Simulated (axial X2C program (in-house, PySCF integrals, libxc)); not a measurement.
Spin–orbit effects down a group: molecules with F (ions), PBE0

All values come from calculations with an in-house all-electron X2C program for linear molecules (integrals from PySCF), spin-free (one-electron X2C) or two-component (2c: spin–orbit coupling with atomic mean-field Coulomb and Gaunt terms, which also bring small scalar terms), in Dyall basis sets with cores contracted in-house; open shells are unrestricted.

Basis sets: F dyall-av3z, H dyall-v3z, Li dyall-cv3z, Na dyall-cv3z.

```csv
molecule,spin-free state,Re (Å),ωe (cm⁻¹),De (eV),2c state,Re 2c (Å),ωe 2c (cm⁻¹),De 2c (eV)
HF⁺,"M_S = 1/2, Λ = 1",1.008,3049.2,3.45,Ω = 3/2,1.008,3049.9,3.47
LiF⁺,"M_S = 1/2, Λ = 1",2.025,307.3,0.12,Ω = 3/2,2.025,307.3,0.13
NaF⁺,"M_S = 1/2, Λ = 1",2.452,153.1,n/a,Ω = 3/2,2.452,153.2,0.00
```

Fragments in 2c: F + H+, F + Li+, Na+ + F. Each entry is the lowest single determinant of a limited PBE0 search at one distance. De goes to single-determinant-based atoms at the same level (for ions the charge split of lowest energy) and is withheld (n/a) where an atom does not fit its ground term or J level. Main or longest-lived isotopes. One determinant is a doubtful description, or other states lie close, for LiF⁺, NaF⁺; these need not be ground states, and all values refer to the states named. Some light 2c atoms are not at their ground J level, so De misses part of their lowering (0.04 eV or less). The functionals have no current term, which raises determinants with orbital currents. Where the atoms have a lower orbital projection than the molecule, De at mean-field level may be about a tenth of an eV too small.
